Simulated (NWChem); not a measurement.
Atomisation of DMSO (C$_{2}$H$_{6}$OS)

```xyz
10

C     -0.6613     0.5218    -1.3725
S      0.5039     0.0967     0.0000
C     -0.6613     0.5218     1.3725
O      0.6360    -1.4147     0.0000
H     -0.1374     0.2484    -2.3077
H     -0.8982     1.6041    -1.3677
H     -1.5723    -0.0980    -1.2581
H     -1.5723    -0.0980     1.2581
H     -0.1374     0.2484     2.3077
H     -0.8982     1.6041     1.3677
```
Charge 0, spin multiplicity 1.

All runs are NWChem calculations. Structure: optimised with PBE/def2-SVP, a minimum by its harmonic frequencies.

Basis set: def2-TZVP. The atomisation energy is electronic alone: no zero-point, thermal, spin-orbit or counterpoise terms. No value is extrapolated to the basis-set limit. Free atoms are single determinants with multiplicities C 3, S 3, O 3, H 2.

B3LYP has NWChem's definition, with VWN1-RPA local correlation. No SCF solution was tested for a lower state. Open-shell Hartree-Fock references start from PBE0 orbitals.

Question: For the atomisation energy, LDA (SVWN5) gives 988.6 kcal/mol and PBE gives 872.3 kcal/mol. What do B3LYP, PBE0, HF give?

Answer: B3LYP: 844.4 kcal/mol; PBE0: 850.8 kcal/mol; HF: 594.2 kcal/mol.
